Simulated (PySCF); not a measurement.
Nuclear quadrupole coupling in `C#[C][AlH3-]`

Compound: C2H4Al (charge -1).
Atom-mapped SMILES: `[CH:1]#[C:2][AlH3-:3]` (hydrogens: H4 on C1; H5, H6, H7 on Al3)

Cartesian coordinates in Å at the PBE0-D3(BJ)/def2-SVP level; atoms count from 1:
```
atom  x, y, z in Å
C1     2.0496   -0.1987   -0.2924
C2     0.8336   -0.1313   -0.1421
Al3   -1.1552   -0.0071    0.0885
H4     3.1149   -0.2580   -0.4223
H5    -1.7309    1.0874   -0.9887
H6    -1.8040   -1.4869   -0.1929
H7    -1.4707    0.4761    1.6237
```

Field gradients from the PBE0/pcSseg-1 density (PySCF, non-relativistic), principal values in atomic units, ordered |Vxx| ≤ |Vyy| ≤ |Vzz|:

```csv
atom,Vxx,Vyy,Vzz
Al3,-0.0930,-0.0936,0.1866
```

Problem. Find the asymmetry η = (Vxx − Vyy)/Vzz and the couplings χ = eQV/h (234.96 MHz × Q in barn × V in au), with Q(27Al) = 0.1466 b.

Solution. 
```tsv
atom	environment	nucleus	η	χzz (MHz)	χxx (MHz)	χyy (MHz)
Al3	aluminium bonded to C and 3 H	27Al	0.00	6.43	-3.20	-3.22
```

The gradient is axial or nearly so (η below 0.05) at Al3. The tensor is traceless: Vxx + Vyy + Vzz = 0.

Problem. What is Vzz at Al3 in SI units (1 au = 9.71736 × 10²¹ V/m²)?

Solution. 0.1866 au = 1.813 × 10²¹ V/m².

Problem. What couplings would deuterons (Q(2H) = 0.00286 b) have in place of the hydrogens, at this geometry?

Solution. 
```
atom  bonded to  bond length (Å)  Vzz (au)     η  χzz (kHz)
  H4         C1            1.075    0.3549  0.00        239
  H5        Al3            1.640    0.0995  0.02         67
  H6        Al3            1.640    0.0995  0.02         67
  H7        Al3            1.640    0.0995  0.02         67
```

Geometry: PBE0-D3(BJ)/def2-SVP; no solvent, vibrations or thermal averaging. The pcSseg-1 basis has no diffuse functions, a weakness for an anion. These gradients aren't converged with respect to the basis.
